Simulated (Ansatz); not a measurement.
`CC(O)Cl` at its PBE0-D4/def2-TZVP geometry, where that method's forces vanish. Total charge 0; spin multiplicity 1.

```csv
atom,x (Å),y (Å),z (Å)
C1,-0.119,-0.194,-0.902
C2,-0.087,-0.204,0.604
O3,1.075,0.296,1.142
Cl4,-1.537,0.719,1.219
H5,-1.044,-0.633,-1.275
H6,-0.051,0.830,-1.278
H7,0.729,-0.769,-1.280
H8,-0.215,-1.205,1.013
H9,1.250,1.161,0.757
```

Task: For each bond, give half the difference of the two atoms' forces along it (eV/Å; positive pushes the atoms apart) under PBE-D4, r2SCAN-D4, B3LYP-D4, ωB97M-V in def2-TZVPP. (Best estimate.)

Result: Ansatz gave: 
```tsv
bond	length (Å)	PBE-D4	r2SCAN-D4	B3LYP-D4	ωB97M-V
C1–C2	1.507	-0.07	0.00	0.10	0.12
C1–H5	1.090	0.09	-0.04	-0.07	-0.07
C1–H6	1.093	0.11	-0.03	-0.05	-0.06
C1–H7	1.093	0.10	-0.03	-0.08	-0.09
C2–O3	1.375	0.30	0.20	0.25	0.29
C2–Cl4	1.825	0.29	0.29	0.31	-0.02
C2–H8	1.089	0.10	-0.10	-0.22	-0.20
O3–H9	0.963	0.41	0.03	-0.04	-0.11
```

B3LYP here is the variant with VWN-RPA as its local correlation; programs differ in this.
